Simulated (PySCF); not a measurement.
**BCl−: a composite coupled-cluster curve**

Aim: bond length, wavenumber and bond energy of BCl− near the limit of CCSD(T), built from two basis sets and any small corrections listed.

Computed with PySCF 2.14.0. Level: CCSD(T) on ROHF, no relativity in the base curves; scalar relativity is added as a correction.

3 further runs of the same task are left out: 3 set aside as unsound or not needed.

**1. Set-up**

* molecule: BCl−
* state: doublet, unpaired electrons π ↑
* smaller basis: B aug-cc-pVDZ, Cl aug-cc-pV(D+d)Z
* larger basis: B aug-cc-pVTZ, Cl aug-cc-pV(T+d)Z
* frozen core orbitals: 6
* extrapolation: correlation as n⁻³ (n = 2, 3), Hartree–Fock as (n+1)·exp(−9√n)
* corrections: core–valence correlation, scalar relativity
* distances (Å): 1.6719, 1.7479, 1.8239, 1.8999, 1.9759, 2.0709, 2.1659
* masses (u): 11.0093, 34.9689
* dissociation limit: B + Cl−

Launch:

```console
$ OMP_NUM_THREADS=4 python comp.py task.json out
```

**2. Coupled cluster at each distance**

Before running it: what results should come out? Wanted: for each run, Re; ωe; ωexe; αe; De.

As calculated:

```
                   level  Re (Å)  ωe (cm⁻¹)  ωexe (cm⁻¹)  αe (cm⁻¹)  De (eV)
CCSD(T)/aug-cc-pVDZ(-PP)  1.9354      466.9         7.37     0.0109    1.324
CCSD(T)/aug-cc-pVTZ(-PP)  1.8939      506.2         7.25     0.0104    1.512
                  HF/CBS  1.9398      428.9         10.1     0.0134    0.932
                 MP2/CBS  1.8596      540.0         6.09     0.0106    1.663
                CCSD/CBS  1.8883      510.3         7.72     0.0107    1.439
             CCSD(T)/CBS  1.8854      514.8         7.15     0.0104    1.564
          CCSD(T)/CBS+CV  1.8772      521.5         7.26     0.0105    1.585
       CCSD(T)/CBS+CV+SR  1.8768      521.3         7.23     0.0105    1.588
```

**Reading.** The last step gives Re = 1.8768 Å, ωe = 521.3 cm⁻¹ and De = 1.588 eV; the smaller basis alone is off from it by +58.6 mÅ and -0.26 eV. Near the minimum the mean field binds by 0.93 eV and correlation adds 0.64 eV of binding. T1 is 0.022. Spin–orbit coupling and excitations beyond (T) are left out.
